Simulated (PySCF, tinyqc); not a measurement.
CIS on RHF in the sto-3g basis, frozen core, for LiH, spin multiplicity 1, step by step. The lowest restricted solution is unstable here: a spin-polarised one lies 0.0214 hartree lower (PySCF). Computed by tinyqc, a small Python program that keeps every step (integrals from PySCF). Settings: charge = 0, multiplicity = 1, basis = sto-3g, method = RHF, frozen orbitals = 1, energy threshold = 1e-10, iteration cap = 62, orthogonalisation = canonical, start = atomic densities, DIIS depth = 6. Command: `OMP_NUM_THREADS=1 python tinyqc.py 31045 31046 out.jsonl` (the two numbers bound the seeds that draw the settings). One thread of a shared host (Intel(R) Xeon(R) Processor @ 2.60GHz), about 0.08 s of CPU time with the checks. The early iterations of the SCF are left out here.

## One-electron integrals

Geometry (angstrom):
```
atom       x       y       z
Li    0.0000  0.0000  0.0000
H     0.0000  0.0000  2.4290
```

Basis sto-3g: exponents (1/bohr^2) and contraction coefficients of normalised primitives:
```
element  l (shell)  exponent  coefficient
Li           s (1)   16.1196       0.1543
Li           s (1)    2.9362       0.5353
Li           s (1)    0.7947       0.4446
Li           s (2)    0.6363      -0.1000
Li           s (2)    0.1479       0.3995
Li           s (2)    0.0481       0.7001
Li           p (3)    0.6363       0.1559
Li           p (3)    0.1479       0.6077
Li           p (3)    0.0481       0.3920
H            s (1)    3.4253       0.1543
H            s (1)    0.6239       0.5353
H            s (1)    0.1689       0.4446
```

Overlap, kinetic and nuclear-attraction integrals over the contracted functions; the nuclear repulsion is the sum of Za Zb / Rab.

nuclear repulsion = 0.653574 hartree

overlap S, order 1Li 1s, 1Li 2s, 1Li 2px, 1Li 2py, 1Li 2pz, 2H 1s:
```
[[1.0000, 0.2411, 0.0000, 0.0000, 0.0000, 0.0098],
 [0.2411, 1.0000, 0.0000, 0.0000, 0.0000, 0.2102],
 [0.0000, 0.0000, 1.0000, 0.0000, 0.0000, 0.0000],
 [0.0000, 0.0000, 0.0000, 1.0000, 0.0000, 0.0000],
 [0.0000, 0.0000, 0.0000, 0.0000, 1.0000, 0.3133],
 [0.0098, 0.2102, 0.0000, 0.0000, 0.3133, 1.0000]]
```

kinetic energy T (hartree), order 1Li 1s, 1Li 2s, 1Li 2px, 1Li 2py, 1Li 2pz, 2H 1s:
```
[[3.5768, -0.0202, 0.0000, 0.0000, 0.0000, -0.0051],
 [-0.0202, 0.1022, 0.0000, 0.0000, 0.0000, 0.0054],
 [0.0000, 0.0000, 0.3197, 0.0000, 0.0000, 0.0000],
 [0.0000, 0.0000, 0.0000, 0.3197, 0.0000, 0.0000],
 [0.0000, 0.0000, 0.0000, 0.0000, 0.3197, 0.0312],
 [-0.0051, 0.0054, 0.0000, 0.0000, 0.0312, 0.7600]]
```

nuclear attraction V (hartree), order 1Li 1s, 1Li 2s, 1Li 2px, 1Li 2py, 1Li 2pz, 2H 1s:
```
[[-8.2007, -1.0169, 0.0000, 0.0000, -0.0070, -0.0385],
 [-1.0169, -1.4197, 0.0000, 0.0000, -0.0763, -0.3098],
 [0.0000, 0.0000, -1.3915, 0.0000, 0.0000, 0.0000],
 [0.0000, 0.0000, 0.0000, -1.3915, 0.0000, 0.0000],
 [-0.0070, -0.0763, 0.0000, 0.0000, -1.4467, -0.4662],
 [-0.0385, -0.3098, 0.0000, 0.0000, -0.4662, -1.8802]]
```

core Hamiltonian H = T + V (hartree), order 1Li 1s, 1Li 2s, 1Li 2px, 1Li 2py, 1Li 2pz, 2H 1s:
```
[[-4.6240, -1.0371, 0.0000, 0.0000, -0.0070, -0.0435],
 [-1.0371, -1.3175, 0.0000, 0.0000, -0.0763, -0.3044],
 [0.0000, 0.0000, -1.0718, 0.0000, 0.0000, 0.0000],
 [0.0000, 0.0000, 0.0000, -1.0718, 0.0000, 0.0000],
 [-0.0070, -0.0763, 0.0000, 0.0000, -1.1271, -0.4350],
 [-0.0435, -0.3044, 0.0000, 0.0000, -0.4350, -1.1201]]
```

## Two-electron integrals

Functions are numbered as in S; the eight-fold symmetry (ij|kl) = (ji|kl) = (kl|ij) leaves the list below.

Two-electron integrals (ij|kl) in chemists' order, unique and non-zero (hartree):
```
(11|11) 1.6804     (21|11) 0.2654     (21|21) 0.0499     (22|11) 0.3977
(22|21) 0.0929     (22|22) 0.2906     (31|31) 0.0090     (32|31) 0.0138
(32|32) 0.0642     (33|11) 0.3966     (33|21) 0.0929     (33|22) 0.2905
(33|33) 0.3129     (41|41) 0.0090     (42|41) 0.0138     (42|42) 0.0642
(43|43) 0.0169     (44|11) 0.3966     (44|21) 0.0929     (44|22) 0.2905
(44|33) 0.2792     (44|44) 0.3129     (51|51) 0.0090     (52|51) 0.0138
(52|52) 0.0642     (53|53) 0.0169     (54|54) 0.0169     (55|11) 0.3966
(55|21) 0.0929     (55|22) 0.2905     (55|33) 0.2792     (55|44) 0.2792
(55|55) 0.3129     (61|11) 0.0100     (61|21) 0.0019     (61|22) 0.0037
(61|33) 0.0037     (61|44) 0.0037     (61|51) 2.76e-04   (61|52) 0.0005
(61|55) 0.0038     (61|61) 8.45e-05   (62|11) 0.0578     (62|21) 0.0138
(62|22) 0.0507     (62|33) 0.0477     (62|44) 0.0477     (62|51) 0.0020
(62|52) 0.0161     (62|55) 0.0568     (62|61) 0.0007     (62|62) 0.0197
(63|31) 0.0007     (63|32) 0.0040     (63|53) 0.0020     (63|63) 0.0009
(64|41) 0.0007     (64|42) 0.0040     (64|54) 0.0020     (64|64) 0.0009
(65|11) 0.0827     (65|21) 0.0198     (65|22) 0.0743     (65|33) 0.0692
(65|44) 0.0692     (65|51) 0.0031     (65|52) 0.0250     (65|55) 0.0843
(65|61) 0.0010     (65|62) 0.0306     (65|65) 0.0475     (66|11) 0.2178
(66|21) 0.0525     (66|22) 0.2105     (66|33) 0.1941     (66|44) 0.1941
(66|51) 0.0070     (66|52) 0.0726     (66|55) 0.2432     (66|61) 0.0025
(66|62) 0.1105     (66|65) 0.1748     (66|66) 0.7746
```

## Orthogonalisation

S = U s U^T; canonical form X = U s^(-1/2), so that X^T S X = 1. Each column of U has its largest component positive (the first on a tie).

eigenvalues of S: [0.5961, 0.8109, 1.0000, 1.0000, 1.1816, 1.4114]

X, order 1Li 1s, 1Li 2s, 1Li 2px, 1Li 2py, 1Li 2pz, 2H 1s:
```
[[0.3707, 0.7210, 0.0000, 0.0000, 0.5804, 0.2642],
 [-0.6548, -0.5521, 0.0000, 0.0000, 0.4484, 0.4289],
 [0.0000, 0.0000, 0.9999, 0.0167, 0.0000, 0.0000],
 [0.0000, 0.0000, -0.0167, 0.9999, 0.0000, 0.0000],
 [-0.6461, 0.5473, 0.0000, 0.0000, -0.4805, 0.4085],
 [0.8329, -0.3304, 0.0000, 0.0000, -0.2785, 0.5365]]
```

Within a degenerate level the vectors are fixed only up to a rotation; this is one choice.

## Starting guess

The start is atomic minimal-basis densities projected into this basis (PySCF's MINAO start) and scaled to the electron count of each spin; this density is not idempotent, so its energy is not variational and may lie below the converged one.

D at the start, order 1Li 1s, 1Li 2s, 1Li 2px, 1Li 2py, 1Li 2pz, 2H 1s:
```
[[2.0754, -0.2237, 0.0000, 0.0000, 0.0050, -0.0229],
 [-0.2237, 1.0153, 0.0000, 0.0000, -0.0075, 0.0925],
 [0.0000, 0.0000, 0.0000, 0.0000, 0.0000, 0.0000],
 [0.0000, 0.0000, 0.0000, 0.0000, 0.0000, 0.0000],
 [0.0050, -0.0075, 0.0000, 0.0000, 0.0027, 0.0486],
 [-0.0229, 0.0925, 0.0000, 0.0000, 0.0486, 0.9457]]
```

## Iteration 9 (converged): orbitals

converged F (hartree), order 1Li 1s, 1Li 2s, 1Li 2px, 1Li 2py, 1Li 2pz, 2H 1s:
```
[[-2.3721, -0.6442, 0.0000, 0.0000, 0.0132, -0.0271],
 [-0.6442, -0.2049, 0.0000, 0.0000, -0.0483, -0.1708],
 [0.0000, 0.0000, 0.1573, 0.0000, 0.0000, 0.0000],
 [0.0000, 0.0000, 0.0000, 0.1573, 0.0000, 0.0000],
 [0.0132, -0.0483, 0.0000, 0.0000, 0.0778, -0.1706],
 [-0.0271, -0.1708, 0.0000, 0.0000, -0.1706, -0.0630]]
```

Diagonalise F' = X^T F X, C = X C', fill 2 alpha and 2 beta electrons from the bottom; D = 2 C_occ C_occ^T. Each column has its largest component positive (the first on a tie).

F' = X^T F X (hartree):
```
[[0.1937, -0.3713, 0.0000, 0.0000, -0.3499, -0.1997],
 [-0.3713, -0.7143, 0.0000, 0.0000, -0.9865, -0.4351],
 [0.0000, 0.0000, 0.1573, 0.0000, 0.0000, 0.0000],
 [0.0000, 0.0000, 0.0000, 0.1573, 0.0000, 0.0000],
 [-0.3499, -0.9865, 0.0000, 0.0000, -1.1433, -0.6069],
 [-0.1997, -0.4351, 0.0000, 0.0000, -0.6069, -0.5296]]
```

orbital energies (hartree): [-2.3745, -0.2147, 0.0665, 0.1573, 0.1573, 0.3291]

coefficients C, order 1Li 1s, 1Li 2s, 1Li 2px, 1Li 2py, 1Li 2pz, 2H 1s:
```
[[0.9916, -0.1489, -0.2170, 0.0000, 0.0000, 0.1072],
 [0.0329, 0.5229, 0.8005, 0.0000, 0.0000, -0.4509],
 [0.0000, 0.0000, 0.0000, 0.1754, 0.9845, 0.0000],
 [0.0000, 0.0000, 0.0000, 0.9845, -0.1754, 0.0000],
 [-0.0042, 0.3131, -0.5714, 0.0000, 0.0000, -0.8308],
 [-0.0020, 0.6221, -0.2509, 0.0000, 0.0000, 0.8476]]
```

D after iteration 9, order 1Li 1s, 1Li 2s, 1Li 2px, 1Li 2py, 1Li 2pz, 2H 1s:
```
[[2.0107, -0.0904, 0.0000, 0.0000, -0.1016, -0.1892],
 [-0.0904, 0.5490, 0.0000, 0.0000, 0.3271, 0.6504],
 [0.0000, 0.0000, 0.0000, 0.0000, 0.0000, 0.0000],
 [0.0000, 0.0000, 0.0000, 0.0000, 0.0000, 0.0000],
 [-0.1016, 0.3271, 0.0000, 0.0000, 0.1961, 0.3895],
 [-0.1892, 0.6504, 0.0000, 0.0000, 0.3895, 0.7740]]
```

Within a degenerate level the vectors are fixed only up to a rotation; this is one choice.

## Convergence

Stop when the energy changes by less than 1e-10 hartree and every element of the error matrix X^T (F D S - S D F) X is below 3e-06.

Course of the cycle:
```
iteration  E (hartree)     change  largest element of the error matrix
1            -7.616742          -                             5.75e-02
2            -7.765626  -1.49e-01                             9.92e-02
3            -7.774616  -8.99e-03                             5.45e-02
4            -7.779454  -4.84e-03                             5.89e-03
5            -7.779748  -2.94e-04                             1.29e-03
6            -7.779757  -9.22e-06                             2.38e-04
7            -7.779757  -9.59e-08                             1.44e-05
8            -7.779757  -6.50e-10                             1.79e-07
9            -7.779757  -1.90e-13                             3.07e-09
```

PySCF RHF in the same basis = -7.779757 hartree

Converged in 9 iterations.

## Populations, bond orders and dipole

Mulliken: Z minus the diagonal of D S on the atom; Loewdin: the same with S^(1/2) D S^(1/2); Mayer order: 2 sum_s sum (D(s) S)_ij (D(s) S)_ji over the two atoms.

Charges (e):
```
atom  Mulliken  Loewdin
1Li     0.0309   0.0281
2H     -0.0309  -0.0281
```

Mayer bond orders:
```
pair   order
2-1   0.9990
```

dipole moment about the origin, x y z (debye): [0.0000, 0.0000, -5.1716]

## Integrals over molecular orbitals

(pq|rs) = sum C_ip C_jq C_kr C_ls (ij|kl), one index at a time.

one-electron integrals over orbitals h = C^T H C (hartree):
```
[[-4.6152, 0.0960, 0.1595, 0.0000, 0.0000, -0.0507],
 [0.0960, -1.2290, 0.0018, 0.0000, 0.0000, 0.0645],
 [0.1595, 0.0018, -1.0792, 0.0000, 0.0000, 0.0143],
 [0.0000, 0.0000, 0.0000, -1.0718, 0.0000, 0.0000],
 [0.0000, 0.0000, 0.0000, 0.0000, -1.0718, 0.0000],
 [-0.0507, 0.0645, 0.0143, 0.0000, 0.0000, -1.0218]]
```

Two-electron integrals over orbitals (pq|rs), unique and non-zero (hartree); the lowest 1 orbital is frozen and left out:
```
(22|22) 0.4331    (32|22) -0.0675   (32|32) 0.0297    (33|22) 0.2125
(33|32) 0.0175    (33|33) 0.3202    (42|42) 0.0208    (43|42) 0.0213
(43|43) 0.0414    (44|22) 0.2335    (44|32) 0.0196    (44|33) 0.2770
(44|44) 0.3129    (52|52) 0.0208    (53|52) 0.0213    (53|53) 0.0414
(54|54) 0.0169    (55|22) 0.2335    (55|32) 0.0196    (55|33) 0.2770
(55|44) 0.2792    (55|55) 0.3129    (62|22) 0.1029    (62|32) -0.0529
(62|33) -0.0159   (62|44) -0.0435   (62|55) -0.0435   (62|62) 0.1322
(63|22) -0.0647   (63|32) 0.0250    (63|33) 0.0372    (63|44) 0.0121
(63|55) 0.0121    (63|62) -0.0447   (63|63) 0.0375    (64|42) -0.0174
(64|43) -0.0105   (64|64) 0.0184    (65|52) -0.0174   (65|53) -0.0105
(65|65) 0.0184    (66|22) 0.4011    (66|32) -0.0513   (66|33) 0.2401
(66|44) 0.2535    (66|55) 0.2535    (66|62) 0.0792    (66|63) -0.0474
(66|66) 0.3929
```

## CIS matrix, singlets

A(ia,jb) = (e_a - e_i) d_ij d_ab + 2 (ia|jb) - (ij|ab).

CIS matrix A, singlet (hartree), order 2>3, 2>4, 2>5, 2>6:
```
[[0.1281, 0.0000, 0.0000, -0.0411],
 [0.0000, 0.1801, 0.0000, 0.0000],
 [0.0000, 0.0000, 0.1801, 0.0000],
 [-0.0411, 0.0000, 0.0000, 0.4071]]
```

## CIS singlet states

dipole integrals <i|r|a> (bohr), order 2>3, 2>4, 2>5, 2>6:
```
[[0.0000, 0.0000, -1.0415],
 [0.1774, 0.9956, 0.0000],
 [0.9956, -0.1774, 0.0000],
 [0.0000, 0.0000, 1.2280]]
```

Diagonalise A (1 hartree = 27.211386 eV); each vector has its largest component positive (the first on a tie). The transition dipole is mu = sqrt2 sum c_ia <i|r|a>.

singlet excitation energies (eV): [3.3234, 4.9005, 4.9005, 11.2399]

lowest vectors, order 2>3, 2>4, 2>5, 2>6:
```
[[0.9898, 0.0000, 0.0000, -0.1427],
 [0.0000, 0.7450, -0.6671, 0.0000],
 [0.0000, 0.6671, 0.7450, 0.0000],
 [0.1427, 0.0000, 0.0000, 0.9898]]
```

oscillator strengths 2/3 w |mu|^2: [0.1192, 0.2456, 0.2456, 1.0247]

Within a degenerate level the vectors are fixed only up to a rotation; this is one choice.

## CIS matrix, triplets

A(ia,jb) = (e_a - e_i) d_ij d_ab - (ij|ab).

CIS matrix A, triplet (hartree), order 2>3, 2>4, 2>5, 2>6:
```
[[0.0687, 0.0000, 0.0000, 0.0647],
 [0.0000, 0.1384, 0.0000, 0.0000],
 [0.0000, 0.0000, 0.1384, 0.0000],
 [0.0647, 0.0000, 0.0000, 0.1426]]
```

## CIS triplet states

Diagonalise A (1 hartree = 27.211386 eV); each vector has its largest component positive (the first on a tie).

triplet excitation energies (eV): [0.8481, 3.7661, 3.7661, 4.9020]

lowest vectors, order 2>3, 2>4, 2>5, 2>6:
```
[[0.8650, 0.0000, 0.0000, 0.5017],
 [0.0000, 0.9734, 0.2293, 0.0000],
 [0.0000, -0.2293, 0.9734, 0.0000],
 [-0.5017, 0.0000, 0.0000, 0.8650]]
```

Within a degenerate level the vectors are fixed only up to a rotation; this is one choice.
